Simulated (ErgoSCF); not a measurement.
# PH (SMILES [PH]) at 6 levels

We compute a comparison of 6 runs (UHF/3-21G, UHF/def2-SVP, UHF/6-311+G**, UHF/pcseg-2, UB3LYP/6-31G*, UPBE0/def2-SVP) of PH. 

The calculation is run with ErgoSCF 3.8.

2 further runs of the same task are left out: 2 that didn't finish.

## (1) The structure to begin with

PH has 2 atoms, charge 0, and is taken as a triplet. SMILES: `[PH]`. The coordinates come from a GFN2-xTB relaxation.

Bond lengths: P1–H2 1.399 Å.

## (2) The energy at UHF/3-21G (run 1)

Input file run.inp:

```
set_nthreads(1)
basis = "3-21G"
spin_polarization = 2
tmpdir = "."
scf.output_mulliken_pop = 1
scf.max_number_of_iterations = 120
scf.use_diagonalization = 1
molecule_inline
P    0.00000000   0.00000000   0.00000000
H    0.00000000   0.00000000   2.64385913
EOF
run "HF"
```

The basis set 3-21G is read from a file made from the Basis Set Exchange's data (not shown).

The run is started by

```bash
$ ergo run.inp
```

The program printed:

```text
[...]
INSC SCF_general constructor, number of basis functions: 15
[...]
INSC Energy   1 =       -240.53298673028
[...]
INDE E_LUMO =          0.04997863079
[...]
INSC Energy  12 =       -339.55228476370  ( diff     -0.000000000004775 )
[...]
RESC CONVERGED after  12 iterations.
RESC FINAL ENERGY:       -339.55228476370
RESC FINAL <S2> =          2.01009573757
[...]
INSC SCF: dipole_moment_x [atomic units] =      -0.00000000
INSC SCF: dipole_moment_y [atomic units] =       0.00000000
INSC SCF: dipole_moment_z [atomic units] =       0.35763243
[...]
```

Run time: 0.67 s. Hardware: 1 thread of Intel Xeon Platinum 8488C (Sapphire Rapids), shared host; peak memory 0.27 GiB.

## (3) A single-point energy at UHF/def2-SVP (run 2)

Input file geom.xyz:

```xyz
2

P      0.000000     0.000000     0.000000
H      0.000000     0.000000     1.399070
```

Input file job.ego:

```
# single point, HP
set_nthreads(1)
scf.max_number_of_iterations = 120
spin_polarization = 2
basis = "def2-SVP"
scf.use_diagonalization = 1
tmpdir = "."
scf.output_mulliken_pop = 1
molecule "geom.xyz"
run "HF"
```

The basis set def2-SVP is read from a file made from the Basis Set Exchange's data (not shown).

The run is started by

```bash
$ ergo job.ego
```

The program printed:

```text
[...]
INSC SCF_general constructor, number of basis functions: 23
[...]
INSC Energy   1 =       -177.96975911330
[...]
INDE E_LUMO =          0.06465334786
[...]
INSC Energy  14 =       -341.17590416743  ( diff     -0.000000000001648 )
[...]
RESC CONVERGED after  14 iterations.
RESC FINAL ENERGY:       -341.17590416743
RESC FINAL <S2> =          2.02057236454
[...]
INSC SCF: dipole_moment_x [atomic units] =       0.00000000
INSC SCF: dipole_moment_y [atomic units] =       0.00000000
INSC SCF: dipole_moment_z [atomic units] =       0.28087704
[...]
```

Wall time 1.3 s (1 thread of Intel Xeon Platinum 8488C (Sapphire Rapids), shared host); peak memory 0.27 GiB.

Runs 3 to 5 aren't shown in full; the table further down has their settings and results.

## (4) A single-point energy at UPBE0/def2-SVP (run 6)

Input file ergo.in:

```
# HP
set_nthreads("env")
molecule_inline
P      0.00000000     0.00000000     0.00000000
H      0.00000000     0.00000000     2.64385913
EOF
XC.sparse_mode = 0
basis = "def2-SVP"
XC.angint = 41
scf.use_diagonalization = 1
charge = 0
XC.radint = 1e-11
spin_polarization = 2
tmpdir = "."
scf.output_mulliken_pop = 1
scf.max_number_of_iterations = 120
run "PBE0"
```

The basis set def2-SVP is read from a file made from the Basis Set Exchange's data (not shown).

The run is started by

```bash
$ ergo < ergo.in
```

The program printed:

```text
[...]
INDF Weighted mixed functional:
[...]
INSC Energy   1 =       -181.56385416092
[...]
INDE E_LUMO =         -0.09525854569
[...]
INSC Energy  12 =       -341.63717074815  ( diff     -0.000000000001933 )
[...]
RESC CONVERGED after  12 iterations.
RESC FINAL ENERGY:       -341.63717074815
RESC FINAL <S2> =          2.00716156927
[...]
INSC SCF: dipole_moment_x [atomic units] =      -0.00000000
INSC SCF: dipole_moment_y [atomic units] =       0.00000000
INSC SCF: dipole_moment_z [atomic units] =       0.27707442
[...]
```

Wall time 2 s (1 thread of Intel Xeon Platinum 8488C (Sapphire Rapids), shared host); peak memory 0.27 GiB.

## (5) Overview of the runs

```csv
run,level,integration grid,radint,energy (Eh),dipole moment (D),⟨S²⟩,wall time
1,UHF/3-21G,–,–,-339.552285,0.91,2.010,0.67 s
2,UHF/def2-SVP,–,–,-341.175904,0.71,2.021,1.3 s
3,UHF/6-311+G**,–,–,-341.288000,0.72,2.019,2 s
4,UHF/pcseg-2,–,–,-341.290830,0.69,2.024,8.1 s
5,UB3LYP/6-31G* (spherical functions),Turbo,1e-11,-341.874020,0.72,2.005,1.9 s
6,UPBE0/def2-SVP,Turbo,1e-11,-341.637171,0.70,2.007,2 s
```

## (6) Summary of results

| quantity | value |
| --- | --- |
| run 6: total energy | -341.63717 Eh |
| run 6: dipole moment | 0.70 D |
| run 6: ⟨S²⟩ | 2.007 |

What this shows: The dipole moment (its size) runs from 0.69 D (UHF/pcseg-2) to 0.91 D (UHF/3-21G). Totals of different functionals can't be ranked against each other. All runs together took 16 s, the longest 8.1 s.
